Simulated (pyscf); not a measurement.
Thermochemistry of product channels of `[CH3][CH]([CH3])[CH2][GeH3]` on the singlet surface, in kcal/mol, from ωB97M-D3(BJ)/def2-TZVP energies (ideal gas, 1 atm, RRHO with modes under 100 cm⁻¹ raised to 100, one conformer, R ln 2 for chiral ones without a mode under 150 cm⁻¹). PySCF, gas phase, ωB97X-D3(BJ)/def2-SVP geometries.

| products | ΔE | ΔH(298 K) | ΔG(298 K) | ΔG(900 K) |
|---|---|---|---|---|
| `[GeH2]` [singlet] + `[CH3][CH]([CH3])[CH3]` | +32.1 | +31.2 | +20.7 | +0.2 |
| `[CH3][C]1([CH3])[CH2][GeH2]1` + `[H][H]` | ___ | +43.2 | +35.6 | +18.8 |
| `[CH3][CH]([CH3])[CH2][GeH]` [singlet] + `[H][H]` | ___ | +37.9 | +29.1 | +10.5 |

Q: Some entries are withheld; supply them.

A: 
- `[CH3][C]1([CH3])[CH2][GeH2]1` + `[H][H]`, ΔE: +48.5
- `[CH3][CH]([CH3])[CH2][GeH]` [singlet] + `[H][H]`, ΔE: +41.4

The channel to GeH₂ [singlet] + H₃C–CH(CH₃)–CH₃ turns favourable between 298 and 1200 K (ΔG from +20.7 kcal/mol to -9.3 kcal/mol).

These are energies of the channels, which say nothing of barriers. Elements up to Kr have no core potential and no relativistic terms here.
